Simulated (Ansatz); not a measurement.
# CH₃FSi (SMILES FC=[SiH2]): single points off equilibrium

A test off equilibrium: a structure displaced at random from a GFN2-xTB minimum is computed at several levels, and each is set against CCSD(T).

The runs use Ansatz 0.2.0, Gaussian basis; single points in def2-TZVPP.

Correlated methods freeze the cores.

**1. Where the work starts**

SMILES `FC=[SiH2]`, 6 atoms, charge 0, spin multiplicity 1.

Atoms are counted from 1 here; the program's logs count them from 0.

Bond lengths: F1–C2 1.467 Å, C2–Si3 1.818 Å, C2–H4 1.086 Å, Si3–H5 1.430 Å, Si3–H6 1.477 Å. Angles: F1–C2–Si3 121.2°, F1–C2–H4 112.0°, Si3–C2–H4 126.5°, C2–Si3–H5 121.1°, C2–Si3–H6 123.6°, H5–Si3–H6 115.3°.

Geometry (Å):

```mol
CH3FSi
  3D, bonds by distance, orders not assigned

  6  5  0  0  0  0  0  0  0  0999 V2000
   -0.5254   -1.7325    0.9998 F   0  0
   -0.2889   -0.8724   -0.1645 C   0  0
    0.2329    0.8575    0.0333 Si  0  0
   -0.3535   -1.4243   -1.0976 H   0  0
    0.5643    1.6635   -1.1001 H   0  0
    0.3692    1.5260    1.3434 H   0  0
  1  2  8  0
  2  3  8  0
  2  4  8  0
  3  5  8  0
  3  6  8  0
M  END
```

**2. CCSD(T)/def2-TZVPP**

Contents of run/in.yaml:

```yaml
crystal:
  periodic: [false, false, false]
  atoms:
    - {symbol: F, position_ang: [-0.525400, -1.732500, 0.999800]}
    - {symbol: C, position_ang: [-0.288900, -0.872400, -0.164500]}
    - {symbol: Si, position_ang: [0.232900, 0.857500, 0.033300]}
    - {symbol: H, position_ang: [-0.353500, -1.424300, -1.097600]}
    - {symbol: H, position_ang: [0.564300, 1.663500, -1.100100]}
    - {symbol: H, position_ang: [0.369200, 1.526000, 1.343400]}
basis:
  gaussian: {orbitals: def2-TZVPP}
correlation: {method: ccsd_t}
output: {forces: true}
```

No record of the launch command was kept for these runs.

**3. PBE0-D4/def2-TZVPP**

Edit run/in.yaml of step 2 so:

```diff
@@ -11,3 +11,3 @@
   gaussian: {orbitals: def2-TZVPP}
-correlation: {method: ccsd_t}
-output: {forces: true}
+hamiltonian: {xc: pbe0, dispersion: d4}
+output: {forces: true, orbitals: {seedname: orbitals}}
```

**4. wB97M-V/def2-TZVPP**

Edit run/in.yaml of step 3 so:

```diff
@@ -11,3 +11,3 @@
   gaussian: {orbitals: def2-TZVPP}
-hamiltonian: {xc: pbe0, dispersion: d4}
-output: {forces: true, orbitals: {seedname: orbitals}}
+hamiltonian: {xc: {name: wB97M-V}}
+output: {forces: true}
```

**5. r2SCAN-D4/def2-TZVPP**

Edit run/in.yaml of step 4 so:

```diff
@@ -11,3 +11,3 @@
   gaussian: {orbitals: def2-TZVPP}
-hamiltonian: {xc: {name: wB97M-V}}
+hamiltonian: {xc: r2scan, dispersion: d4}
 output: {forces: true}
```

**6. PBE-D4/def2-TZVPP**

Edit run/in.yaml of step 5 so:

```diff
@@ -11,3 +11,3 @@
   gaussian: {orbitals: def2-TZVPP}
-hamiltonian: {xc: r2scan, dispersion: d4}
+hamiltonian: {xc: pbe, dispersion: d4}
 output: {forces: true}
```

**7. BLYP-D4/def2-TZVPP**

Edit run/in.yaml of step 6 so:

```diff
@@ -11,3 +11,3 @@
   gaussian: {orbitals: def2-TZVPP}
-hamiltonian: {xc: pbe, dispersion: d4}
+hamiltonian: {xc: {name: BLYP}, dispersion: d4}
 output: {forces: true}
```

**8. r2SCANh-D4/def2-TZVPP**

Edit run/in.yaml of step 7 so:

```diff
@@ -11,3 +11,3 @@
   gaussian: {orbitals: def2-TZVPP}
-hamiltonian: {xc: {name: BLYP}, dispersion: d4}
+hamiltonian: {xc: {name: r2SCANh}, dispersion: d4}
 output: {forces: true}
```

(Steps that only read results are left out.)

What does the calculation give? Wanted: energy less free atoms, CCSD(T)/def2-TZVPP; RMS force component; RMS force error; HOMO and LUMO, PBE0-D4; T1 diagnostic.

As calculated:

| quantity | value |
| --- | --- |
| energy less free atoms, CCSD(T)/def2-TZVPP | -439.6 kcal/mol |
| RMS force component | 1.011 to 1.314 eV/Å over the methods |
| RMS force error | PBE0-D4 0.223, wB97M-V 0.266, r2SCAN-D4 0.138, PBE-D4 0.155, BLYP-D4 0.210, r2SCANh-D4 0.179 eV/Å |
| HOMO and LUMO, PBE0-D4 | -6.47 and -1.77 eV |
| T1 diagnostic | 0.018 |

Against CCSD(T) the functionals' energies less atoms differ by -25.2 to -8.3 kcal/mol, PBE-D4 by -25.2 kcal/mol. A larger basis would deepen the CCSD(T) value, while the functionals are nearly converged already, so the order here is not reliable. The forces of r2SCAN-D4 come nearest to CCSD(T), those of wB97M-V are farthest. Frozen-core CCSD(T) forces in triple zeta carry basis errors of their own, and this is one geometry, so small gaps rank nothing. The restricted Hartree–Fock reference is unstable towards an unrestricted one at one or more of these structures.
